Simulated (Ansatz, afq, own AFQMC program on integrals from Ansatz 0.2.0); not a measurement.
**BH2⁺, singlet: a scan with AFQMC**

```xyz
3

B     0.0000    0.0000    0.0000
H     0.0000    0.0000   -1.1792
H     0.0000    0.0000    1.1792
```

The B1–H2 distance is changed with both sides rigid. Energies in kcal/mol count from this geometry (1.179 Å) at the same level; the start stands on RHF, each point on the determinant named.

Basis cc-pVDZ. Only valence electrons are correlated. Integrals, coupled cluster, full CI and functionals: Ansatz 0.2.0; the random walks run on the same integrals in our own AFQMC program. The CISD trial takes its coefficients from CCSD amplitudes. Released means that phaseless walkers are propagated on without the constraint, phases kept. ± is one standard error of the sampling.

Cautions, each for one point or more: cluster runs in doubt by the program's own checks; restricted determinant unstable towards unrestricted; strong correlation; the next higher spin lies close; unrestricted determinant spin contaminated; walk and cluster series may follow different spin states.

```csv
r(B1–H2) / Å,det.,T1,weight,⟨S²⟩,CCSD,wB97M-V,CCSD(T)
0.956,RHF,0.005,0.96,pure,25.7,24.3,25.8
1.425,RHF,0.007,0.95,pure,12.0,12.5,11.9
1.930,RHF,0.018,0.92,pure,60.2,61.9,59.8
2.650,RHF,0.079,0.78,pure,104.3,106.4§,102.6
4.105,UHF,0.015,0.97,1.00,116.1,121.8§,116.2
```

(1) Estimate the curve of full CI, counted from the same start.

Results:

(1) 
```tsv
r(B1–H2) / Å	det.	T1	weight	⟨S²⟩	FCI	ph-AFQMC/CISD	released AFQMC	CCSDT(Q)
0.956	RHF	0.005	0.96	pure	25.9	25.8 ± 0.02	25.9 ± 0.01	25.8
1.425	RHF	0.007	0.95	pure	11.8	11.8 ± 0.02	11.8 ± 0.01	11.8
1.930	RHF	0.018	0.92	pure	59.5	59.7 ± 0.08	59.6 ± 0.02	59.5
2.650	RHF	0.079	0.78	pure	102.1	103.5 ± 0.06	–	102.1
4.105	UHF	0.015	0.97	1.00	116.1	116.0 ± 0.03	116.0 ± 0.07	116.2
```

Weight is that of the determinant in the CISD state; at the start T1 is 0.006 and the weight 0.96. A dash marks a missing value, a released energy that hasn't settled or a functional that sits on another state. § marks a functional whose ⟨S²⟩ is too high by over 0.1. Largest departures from full CI: CCSD(T) 0.4 kcal/mol at 2.650 (on RHF), ph-AFQMC/CISD 1.3 kcal/mol at 2.650 (on RHF), released AFQMC 0.1 kcal/mol at 1.930 (on RHF), CCSDT(Q) 0.1 kcal/mol at 4.105 (on UHF), CCSD 2.1 kcal/mol at 2.650 (on RHF), wB97M-V 2.3 kcal/mol at 1.930. Functionals count only at points shown to share the start's state and spin. In this small basis the wave-function levels are far from their limit, so their gap to the functionals isn't the functionals' error.

CCSDT and higher add their correlation energy to the determinant of the CCSD(T) run, since their own runs factorise the integrals more tightly (a shift of under 2 meV). A walk keeps the symmetry of its determinant, which the program's search chose and which needn't be the lowest solution, so a lower state of the same spin and another symmetry isn't excluded. Released energies are given only where the last usable release times agree within the noise; a slower fall can still hide under it.
